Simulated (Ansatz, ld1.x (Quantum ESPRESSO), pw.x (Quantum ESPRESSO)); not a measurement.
**What a changed setting does to a pw.x run (bcc Nb)**

Potential: PAW, ld1.x (Quantum ESPRESSO) 7.5, PBE; core [Ar] 3d10, reference 4s2 4p6 4d4 5s1 5p0; waves: 4s (bound): rcut 1.50, rcutus 1.80 bohr; 5s (bound): rcut 1.50, rcutus 1.80 bohr; 4p (bound): rcut 2.05, rcutus 2.40 bohr; 5p (bound, empty): rcut 2.05, rcutus 2.40 bohr; 4d (bound): rcut 1.75, rcutus 2.35 bohr; 4d channel at 2.7 Ry: rcut 1.75, rcutus 2.35 bohr; local part: all-electron potential smoothed inside 1.80 bohr (lloc = -2); core correction: none; augmentation: PSQ, inside the norm-conserving radii.

The reference run (k-mesh 14³, cutoffs 45/360 Ry, Fermi–Dirac 0.01 Ry, mixing_beta 0.4, conv_thr 1e-9, no spin) gives 1.72 GPa at 18.179 Å³/atom, where all-electron LAPW gives 0.16 GPa. This run, with its own iteration cap, changes conv_thr to 1.0, a wrong or extreme entry chosen on purpose.

```
&control
  calculation='scf', prefix='x', pseudo_dir='./', outdir='./tmp', tstress=.true., disk_io='none'
/
&system
  ibrav=0, nat=1, ntyp=1, ecutwfc=45, ecutrho=360, nbnd=14,
  occupations='smearing', smearing='fd', degauss=0.01
/
&electrons
  conv_thr=1, mixing_beta=0.4, electron_maxstep=70
/
ATOMIC_SPECIES
Nb 1.0 Nb.UPF
CELL_PARAMETERS angstrom
  -1.65641822 1.65641822 1.65641822
  1.65641822 -1.65641822 1.65641822
  1.65641822 1.65641822 -1.65641822
ATOMIC_POSITIONS crystal
Nb 0.0000 0.0000 0.0000
K_POINTS automatic
14 14 14 0 0 0
```

```bash
pw.x < Nb.scf.in > Nb.scf.out
```

Q: How does the run end?

A: It converges in 1 iterations; the free energy moves by +452.7 meV/atom and the pressure by +32.31 GPa. The result is not a property of the crystal.

```
Message from routine setup:
     using ibrav=0 with symmetry is DISCOURAGED, use correct ibrav instead
     lattice parameter (alat)  =       5.4216  a.u.
     unit-cell volume          =     122.6780 (a.u.)^3
     number of electrons       =        13.00
     number of Kohn-Sham states=           14
     kinetic-energy cutoff     =      45.0000  Ry
     charge density cutoff     =     360.0000  Ry
     scf convergence threshold =      1.0E+00
     Exchange-correlation= SLA  PW   PBX  PBC
     number of k points=   104  Fermi-Dirac smearing, width (Ry)=  0.0100
     iteration #  1     ecut=    45.00 Ry     beta= 0.40
     the Fermi energy is    18.2161 ev
!    total energy              =    -334.23477225 Ry
     estimated scf accuracy    <       0.13346020 Ry
     smearing contrib. (-TS)   =      -0.00584104 Ry
     convergence has been achieved in   1 iterations
          total   stress  (Ry/bohr**3)                   (kbar)     P=      340.29
     Message from routine punch:
     Nothing written, as per user request (disk_io='none')
```

The run took about 4.7 s on one core of a shared host (AMD EPYC 7R43 64-Core Processor, 256 threads, 1004 GiB, load 61).
